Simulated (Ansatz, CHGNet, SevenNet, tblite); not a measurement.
**How well does each level of theory give the TO(Γ) frequency of zinc-blende GaP?**

Reference value: 366 cm⁻¹ (measured, temperature not stated, no zero-point or thermal correction; as tabulated in Han and Bester (2011), arXiv:1107.0196).

Q: What do GFN2-xTB, CHGNet 0.3.0, CHGNet-r²SCAN, SevenNet-0, LDA, PBE, r²SCAN give, and how far is each from the reference?

A: 
```
level (code)            value (cm⁻¹)  cell (Å³/atom)  difference (%)
----------------------  ------------  --------------  --------------
GFN2-xTB (tblite)                298           22.99           -18.6
CHGNet 0.3.0 (CHGNet)            210           20.82             -43
CHGNet-r²SCAN (CHGNet)           188           20.32             -49
SevenNet-0 (SevenNet)            287           20.88             -22
LDA (Ansatz)                     365           19.59            -0.3
PBE (Ansatz)                     345           20.87            -5.7
r²SCAN (Ansatz)                  360           20.25            -1.6
```

Nearest, and too close to rank with a margin of 3.0 % (twice that across the reference) picked here for doubts on the reference and the settings, and for temperature and zero-point motion: LDA (-0.3 %), r²SCAN (-1.6 %). Farthest off: CHGNet-r²SCAN (-49 %). Within 10 %: LDA, PBE, r²SCAN.

The reference has no zero-point or thermal correction, while the calculations are for a static lattice, so the differences are not the levels' errors alone.  GFN2-xTB: the method was fitted mainly to molecules. GFN2-xTB: the run uses a supercell at the zone centre in place of a k mesh. Each level is taken at its own relaxed cell. Cutoffs differ between the levels. Ansatz's density-functional and Hartree–Fock values are scalar-relativistic unless marked +SOC, with PAW data made under PBE.

Machine-learned potentials (CHGNet 0.3.0, CHGNet-r²SCAN, SevenNet-0) are trained on DFT data, which may include these solids.

Differences are worked out from the printed values.

Ansatz is a quantum-chemistry and plane-wave program.
